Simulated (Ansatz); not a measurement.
Results of PBEsol-D3(BJ) (plane waves, PAW; Ansatz, a first-principles code) for hcp Tl.

Settings: plane-wave cutoff 520 eV, 18×18×10 k mesh (along the axes of the cell as run), Fermi–Dirac smearing 0.05 eV, scalar-relativistic PAW data made under PBE.

Energies at three volumes about the minimum:

```
V (Å³/atom)  E − E_lowest (meV/atom)
-----------  -----------------------
26.440                          1.56
26.979                          0.00
27.519                          1.42
```

Question: Fit a parabola by hand: where is the minimum, and what is the bulk modulus?

Answer: Slopes: (0.00 − 1.56)/(26.979 − 26.440) = -2.894 and (1.42 − 0.00)/(27.519 − 26.979) = 2.630 meV/Å³. Curvature E″ = 2 × (2.630 − (-2.894))/(27.519 − 26.440) = 10.239 meV/Å⁶. From the middle of the first interval, the slope vanishes at V0 = 26.7095 − (-2.894)/10.239 = 26.992 Å³/atom. B = V0 E″ = 26.992 × 10.239 meV/Å³ × 0.1602 GPa per meV/Å³ = 44.3 GPa. The full Birch–Murnaghan fit to all volumes gives V0 = 26.980 Å³/atom and B0 = 44.2 GPa.

Shape and atoms are relaxed at each volume.

Measured, for comparison: bulk modulus 37.4 GPa (copied from a table, unchecked, extrapolated to 0 K and zero-point effects removed; as tabulated in Lejaeghere et al. (2013), arXiv:1204.2733). Computed (rounded) less measured: bulk modulus not scored (unchecked).

Note: the bulk modulus comes from volumes at which shape and atoms were relaxed.
